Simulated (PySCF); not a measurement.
chloromethane (CH₃Cl), SMILES CCl. Atoms are numbered in the order given.

```xyz
5

C      0.0000     0.0000    -1.1338
Cl     0.0000     0.0000     0.6606
H      0.8925     0.5153    -1.4756
H      0.0000    -1.0306    -1.4756
H     -0.8925     0.5153    -1.4756
```

Coordinates come from a B3LYP-D3(BJ)/def2-TZVP optimisation.

Calculation: PySCF with PBE/def2-TZVPD.

Gas-phase values at a fixed geometry.

```
Item                                                                                                           Result
---------------------------------------------------------------------------------------------  ----------------------
total energy                                                                                       -499.89129 hartree
point group                                                                                                       C3v
highest occupied level                                                                                       -7.09 eV
lowest empty level                                                                                           -0.79 eV
orbital gap                                                                                                   6.30 eV
dipole moment                                                                                                  1.90 D
quadrupole, principal values (traceless, Buckingham form, about the centre of nuclear charge)  -0.88, -0.88, 1.75 D·Å
mean static polarisability                                                                       30.7 bohr³ (4.54 Å³)
polarisability, principal values                                                               27.3, 27.3, 37.4 bohr³
```
